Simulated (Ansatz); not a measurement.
The same path of CH$_{4}$AlCl (7 atoms, charge 0, multiplicity 1) was run 3 times with different band settings. Lost on the way: Al1–C2, Al1–H6. Made: C2–H6.

Theory: RKS B3LYP/def2-SVP in Ansatz 0.2.0.

Relaxed end points:

```xyz
7
Properties=species:S:1:pos:R:3
Al 0.603 0.055 -0.025
C 1.064 -0.036 1.867
H 0.187 -0.189 2.514
H 1.776 -0.859 2.054
H 1.571 0.891 2.189
H 1.658 0.264 -1.181
Cl -1.420 -0.126 -0.638
```

```xyz
7
Properties=species:S:1:pos:R:3
Al -1.409 1.027 -1.878
C 1.753 -0.122 1.801
H 0.765 -0.304 1.354
H 1.942 -0.865 2.590
H 1.781 0.887 2.238
H 2.531 -0.206 1.028
Cl -1.923 -0.418 -0.352
```

Common settings: spring 5.0 eV/Å²; optimiser quadratic models (default); force threshold 0.05 eV/Å; iteration limit 60; end points relaxed.

| run | movable images | climbing image | start path |
| --- | --- | --- | --- |
| 1 | 7 | yes | through a guess of the saddle point |
| 2 | 7 | yes | straight line |
| 3 | 2 | no | through a guess of the saddle point |

(1) What does each run give, and how far can it be trusted?

Results:

(1) Run 1: converged after 11 iterations, highest image 3.468 eV above the first end. Neighbouring images differ by up to 2.7 eV, so the band resolves the path poorly. A vibrational analysis at the climbing image gives one clearly imaginary mode, 1400i cm⁻¹: a first-order saddle point.
Run 2: converged after 17 iterations, highest image 3.468 eV above the first end. Neighbouring images differ by up to 2.7 eV, so the band resolves the path poorly. Another band between the same ends (7 images) ends at a top of the same energy, where a vibrational analysis finds 1 clearly imaginary mode.
Run 3: converged after 13 iterations, highest image 0.579 eV above the first end. No image climbed, so the highest image needn't sit at the top of the path. A band with more images between the same ends climbed to 3.47 eV, so this one has probably stepped over the top. So few images can step over the top or miss a turn of the path.
The orbitals stay closed-shell, which can raise the energy where a bond breaks towards radicals; this wasn't checked here.
